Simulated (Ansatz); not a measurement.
A calculation with Ansatz (development build ahead of 0.2.0).

```yaml
crystal:
  periodic: [false, false, false]
  atoms:
    - { symbol: Cl, position_ang: [0.0, 0.0, -0.52338] }
    - { symbol: F, position_ang: [0.0, 0.0, 0.98861] }
basis:
  gaussian: { orbitals: cc-pVTZ }
hamiltonian:
  xc: hf
correlation:
  method: mp2
  frozen_orbitals: { Cl: 5, F: 1 }
```

The input is written out in the form of the current development build from the run's settings.

Results

```json
{
 "Converged": "yes",
 "Reference energy": "-558.89704 hartree",
 "Correlation energy": "-0.43839 hartree",
 "Total energy": "-559.33543 hartree",
 "Spin squared of the determinant": "0.000"
}
```
